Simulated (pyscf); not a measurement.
Single points on ωB97X-D3(BJ)/def2-SVP structures (PySCF, gas phase).

Q: `[Cl][GaH2]` + `[OH][SiH3]` -> `[SiH3][O][GaH][Cl]` + `[H][H]`
Surface: singlet. Broken: Ga–H, H–O. Formed: Ga–O, H–H. Give ΔE‡ and ΔE from B3LYP-D3(BJ)/def2-TZVP, relative to the separated reactants.

A: ΔE‡ = 9.0 kcal/mol, ΔE = -15.1 kcal/mol. ωB97M-D3(BJ)/def2-TZVP gives 10.8 kcal/mol and -13.4 kcal/mol. Zero-point energy shifts the barrier by -0.6 kcal/mol. It is a four-centre exchange, with an imaginary mode of 1385i cm⁻¹. On the reactant side the descent ends in an adduct with a Ga–O contact, 18.4 kcal/mol under the separated species and 26.2 kcal/mol under the saddle at ωB97X-D3(BJ)/def2-TZVP. What is counted as formed (Ga–O) is already present as a longer contact in the reactant adduct; forming that adduct is a step of its own. At the saddle there is also a short Ga–H contact that neither side keeps. At ωB97X-D3(BJ) the barrier from the zero used here is 7.8 kcal/mol. One saddle was located; it need not be the lowest between these sides. Elements up to Kr have no core potential and no relativistic terms here.
